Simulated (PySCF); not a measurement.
Isomers of C5H7P.

All values: CAM-B3LYP/def2-SVPD (PySCF) at GFN2-xTB geometries, gas phase, one conformer each. Core orbitals are frozen in the response; Δα² is half the sum of the squared differences of the principal polarisabilities.

Question: Rank by polarisability anisotropy Δα, highest first.
A. `[CH2:1]=[C:2]=[P:3][CH:4]1[CH2:5][CH2:6]1` with C2–P3–C4–C5 146°
B. `[CH:1]1=[CH:2][P:3]1[CH:4]1[CH2:5][CH2:6]1` with C2–P3–C4–C5 -169°
C. `[CH2:1]=[CH:2][P:3]=[C:4]=[CH:5][CH3:6]` with C1–C2–P3–C4 179°
D. `CC#C/P=C/C`
E. `[CH:1]1=[CH:2][PH:3][CH:4]=[CH:5][CH2:6]1` with C1–C2–P3–C4 -33°, C2–P3–C4–C5 33°, C4–C5–C6–C1 -35°, C2–C1–C6–C5 35°

Answer: C (13.31 Å³), D (10.85 Å³), A (9.64 Å³), E (5.50 Å³), B (4.30 Å³).

Question: Rank by HOMO–LUMO gap, highest first.
A. `[CH2:1]=[C:2]=[P:3][CH:4]1[CH2:5][CH2:6]1` with C2–P3–C4–C5 146°
B. `CC#C/P=C/C`
C. `[CH:1]1=[CH:2][PH:3][CH:4]=[CH:5][CH2:6]1` with C1–C2–P3–C4 -33°, C2–P3–C4–C5 33°, C4–C5–C6–C1 -35°, C2–C1–C6–C5 35°
D. `[CH2:1]=[CH:2][P:3]=[C:4]=[CH:5][CH3:6]` with C1–C2–P3–C4 179°

Answer: C (8.73 eV), A (8.02 eV), D (7.53 eV), B (7.28 eV).

All values together:

```csv
SMILES,μ (D),HOMO (eV),LUMO (eV),α (Å³),Δα (Å³)
C=C=PC1CC1,1.34,-8.05,-0.03,13.19,9.64
C1=CP1C1CC1,1.41,-7.94,0.79,11.59,4.30
C1=CPC=CC1,1.19,-7.64,1.10,11.79,5.50
C=CP=C=CC,1.55,-7.89,-0.35,14.34,13.31
CC#C/P=C/C,1.65,-7.74,-0.46,13.51,10.85
```

Conformers: `[CH2:1]=[C:2]=[P:3][CH:4]1[CH2:5][CH2:6]1` with C2–P3–C4–C5 146°; `[CH:1]1=[CH:2][P:3]1[CH:4]1[CH2:5][CH2:6]1` with C2–P3–C4–C5 -169°; `[CH:1]1=[CH:2][PH:3][CH:4]=[CH:5][CH2:6]1` with C1–C2–P3–C4 -33°, C2–P3–C4–C5 33°, C4–C5–C6–C1 -35°, C2–C1–C6–C5 35°; `[CH2:1]=[CH:2][P:3]=[C:4]=[CH:5][CH3:6]` with C1–C2–P3–C4 179°.
